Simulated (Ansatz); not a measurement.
**AlNH4 (triplet): from Hartree-Fock to the top rungs at distance Al1–H4 along a hydrogen transfer = 1.475 Å, cc-pVDZ**

How much of the correlation energy of AlNH4 (triplet) does each wave-function method recover here?

Computed with Ansatz 0.2.0, Gaussian basis. Level: cc-pVDZ, core rule «outside noble gas», up to 6 orbitals frozen.

The runs, in order: UHF; CCSD(T) on ROHF; CCSD(T) on UHF; BCCD(T) on ROHF; CISD; CCSDT(Q) on ROHF; CCSDT(Q) on UHF; CASSCF and MRCISD+Q, 4 electrons in 4 orbitals; CASSCF and NEVPT2, 4 electrons in 4 orbitals.

7 further runs of the same task are left out: 6 that didn't finish, 1 set aside as unsound or not needed.

## 1. The system

The geometry derives from fragments relaxed apart (PBE0/def2-TZVP) and kept rigid, so it is no stationary point. A hydrogen atom is moved between rigid fragments.

6 atoms, charge 0, spin multiplicity 3.

Atoms are counted from 1 here; the program's logs count them from 0.

Bond lengths: Al1–H2 1.586 Å, Al1–H3 1.586 Å, Al1–H4 1.475 Å, N5–H6 1.040 Å. Angles: H2–Al1–H3 120.0°, H2–Al1–H4 120.0°, H3–Al1–H4 120.0°.

## 2. UHF

in.yaml

```yaml
crystal:
  periodic: [false, false, false]
  atoms:
    - {symbol: Al, position_ang: [-0.994069, 0.022483, 0.000000]}
    - {symbol: H, position_ang: [-1.786992, 1.395868, 0.000000]}
    - {symbol: H, position_ang: [-1.786993, -1.350901, 0.000000]}
    - {symbol: H, position_ang: [0.480931, 0.022483, 0.000000]}
    - {symbol: N, position_ang: [1.975931, 0.022483, 0.000000]}
    - {symbol: H, position_ang: [2.245013, -0.981743, 0.000000]}
basis:
  gaussian: {orbitals: cc-pVDZ}
magnetization: {spin_polarized: true, initial_magnetization: 2}
hamiltonian: {xc: hf}
output: {orbitals: {seedname: orbitals}}
```

Started as:

```
ansatz run in.yaml --threads 1 --pin off --events-out ev --progress --plain --max-ram 2393MiB
```

Further steps of the session: CCSD(T) on ROHF; CCSD(T) on UHF; BCCD(T) on ROHF; CISD; CCSDT(Q) on ROHF; CCSDT(Q) on UHF; CASSCF and MRCISD+Q, 4 electrons in 4 orbitals; CASSCF and NEVPT2, 4 electrons in 4 orbitals.

Before running them: what should the planned runs give, taken together? Wanted: UCCSDT(Q) below the RHF energy; RMP2 from UCCSDT(Q); UMP2 from UCCSDT(Q); RCCSD from UCCSDT(Q); RCCSD(T) from UCCSDT(Q); UCCSD(T) from UCCSDT(Q); RCCSDT(Q) from UCCSDT(Q); NEVPT2 pair from UCCSDT(Q); MRCISD+Q pair from UCCSDT(Q).

As calculated:

| quantity | value |
| --- | --- |
| UCCSDT(Q) below the RHF energy | -6.8945 eV |
| RMP2 from UCCSDT(Q) | +1332.7 meV |
| UMP2 from UCCSDT(Q) | +1333.2 meV |
| RCCSD from UCCSDT(Q) | +149.2 meV |
| RCCSD(T) from UCCSDT(Q) | +32.9 meV |
| UCCSD(T) from UCCSDT(Q) | +32.3 meV |
| RCCSDT(Q) from UCCSDT(Q) | +1.2 meV |
| NEVPT2 pair from UCCSDT(Q) | +1266.5 meV |
| MRCISD+Q pair from UCCSDT(Q) | +41.0 meV |
| levels within 1 kcal/mol (43 meV) | RCCSD(T), UCCSD(T), BCCD(T), RCCSDT, UCCSDT, RCCSDT(Q), MRCISD+Q pair |
| T1 diagnostic | 0.025 |

What this shows: RCCSD(T) lands +32.9 meV from the yardstick (0.5 % of the correlation energy). Of the multireference levels listed MRCISD+Q pair comes nearest in total energy (+41.0 meV), which doesn't show that its space is the better one. These misses are within one basis, not against nature; the frozen cores of restricted and unrestricted runs differ, which can shift their rows.
